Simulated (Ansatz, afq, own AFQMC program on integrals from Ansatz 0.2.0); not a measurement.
# AlH₂S₂Cl, singlet: AFQMC among the cluster methods

```yaml
atoms:
  - { symbol: S, position_ang: [-0.4136, 1.7515, -1.1990] }
  - { symbol: Al, position_ang: [0.0040, -0.0182, -0.0100] }
  - { symbol: S, position_ang: [1.2046, 0.1797, 1.7897] }
  - { symbol: Cl, position_ang: [-0.7432, -1.8954, -0.5927] }
  - { symbol: H, position_ang: [-1.1366, 1.0587, -2.1077] }
  - { symbol: H, position_ang: [1.1269, -1.1402, 2.0735] }
```

Connectivity, by distances: SH–Al(–SH)–Cl.

Basis def2-TZVP. Noble-gas cores (and the filled d shells of Ga–Kr and In–Xe) are frozen. AFQMC by an in-house program on the Cholesky factors that Ansatz 0.2.0 writes for its CCSD(T) run. ph-AFQMC/CISD is guided by a CISD state made of CCSD amplitudes; releasing the constraint for a short imaginary time cuts its bias at the price of noise, slowly where states lie close. Error bars are statistical, one sigma.

Determinant: RHF, the one that the program's search chose, which needn't be the lowest solution. The geometry is a PBE0/def2-SVP stationary point of this or a neighbouring charge and spin state.

No full CI on the walks' own integrals is used here. The released AFQMC energy serves as the reference, which it does only where one determinant dominates, the energy is flat over the last release times and near the phaseless one (40 meV or 2 meV an electron, half that with transition metals). On small molecules, where full CI could be run and the noise was under 10 meV, such values lay within 10 meV of it in 19 cases of 20, a flattering rate, since the rule was set on those same cases; what remains of the bias isn't in the error bar.

Cautions: the released value is read at 0.90 1/Eh with a noise of 17 meV, more than in the cases checked (meV from the phaseless value at times in 1/Eh: 16 ± 13 at 0.21, 6 ± 12 at 0.42, -9 ± 11 at 0.63, 19 ± 17 at 0.90).

The T1 diagnostic is 0.0104, the weight of the determinant in the CISD state is 0.762 and the size of the correlated space is 24 electrons in 140 orbitals.

```tsv
level	correlation energy (eV)
MP2	-16.1659
CCSD	-17.7111
CCSD(T)	-18.5099
```

(1) Estimate where AFQMC with the constraint released lies against CCSD(T) on the same integrals.

(1) 2.70 ± 0.62 mEh below CCSD(T).

Reference: AFQMC with the constraint released, correlation energy -18.583 ± 0.017 eV.

| level | E − E(reference) (mEh) | share of correlation (%) |
| --- | --- | --- |
| CCSD(T) | 2.70 ± 0.62 | 99.60 |
| ph-AFQMC/HF | -7.48 ± 2.21 | 101.10 |
| ph-AFQMC/CISD | -0.69 ± 0.72 | 100.10 |

Released energies are given only where the last usable release times agree within the noise; a slower fall can still hide under it.
